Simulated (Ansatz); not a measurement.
Saddle point of NH$_{4}$S, doublet (H₂S + NH₂ → NH₃ + HS; bonds formed: H1–N3; bonds broken: H1–S2), PBE0-D4/def2-TZVP structure:

```xyz
6
angstrom
H 0.4754 -0.2058 -0.4631
S 1.7140 -0.2273 0.2089
N -1.0452 0.2946 -0.5652
H 1.3196 -1.2191 1.0225
H -0.9771 1.3163 -0.5271
H -1.4868 0.0414 0.3241
```

Energies are electronic, without zero-point energy. Barriers and step energies count from the start structure reached by relaxing down the imaginary mode; all methods use the PBE0-D4 structures, on which another method's saddle can fall below an end. Computed with Ansatz 0.2.0 (basis: def2-TZVPP, with def2-QZVPP for the basis limit); correlated methods freeze the cores; orbitals are unrestricted. B3LYP uses VWN-RPA correlation. Extrapolation: Hartree–Fock as exp(−7.88 √X), correlation as X^−2.97.

| method | barrier (eV) | step energy (eV) |
| --- | --- | --- |
| SPW92 | -0.378 | -1.281 |
| PBE-D4 | -0.144 | -1.005 |
| BLYP-D4 | -0.108 | -0.988 |
| r2SCAN-D4 | -0.029 | -0.849 |
| B97M-V | ? | -0.808 |
| PBE0-D4 | 0.034 | -0.830 |
| B3LYP-D4 | 0.030 | -0.867 |
| r2SCAN0-D4 | ? | -0.743 |
| BHLYP-D4 | 0.186 | -0.704 |
| CAM-B3LYP-D4 | 0.100 | -0.819 |
| wB97X-V | 0.133 | -0.766 |
| wB97M-V | 0.135 | -0.793 |
| B2PLYP | 0.122 | -0.793 |
| PBE-QIDH | 0.151 | -0.749 |
| RPA on PBE | ? | -0.708 |
| HF | 0.477 | -0.378 |
| MP2 | 0.194 | -0.798 |
| CCSD | 0.229 | -0.683 |
| CCSD(T) | 0.179 | -0.716 |

(1) Fill in the withheld barriers. (An estimate is asked for; the value comes from the calculation.)

No T1 diagnostic of these runs exceeds 0.018. ⟨S²⟩ of the unrestricted Hartree–Fock references: 0.76 to 0.77 (a pure state has 0.75).

Results:

(1) The calculation gives: RPA on PBE 0.212; B97M-V 0.055; r2SCAN0-D4 0.082 eV. Each is the energy of the saddle less that of the start structure, by the same method.

For comparison, the barrier by CCSD(T) at an estimated basis limit (MP2 extrapolated from triple and quadruple zeta, plus CCSD(T) − MP2 in triple zeta) is 0.158 eV.

For scale, one of the runs: CCSD(T)/def2-TZVPP, 129 basis functions (an equivalent command: `ansatz run in.yaml --threads 2`). Hardware: 2 CPU threads, shared host. Wall time 15 s; peak host memory 1.4 GiB.
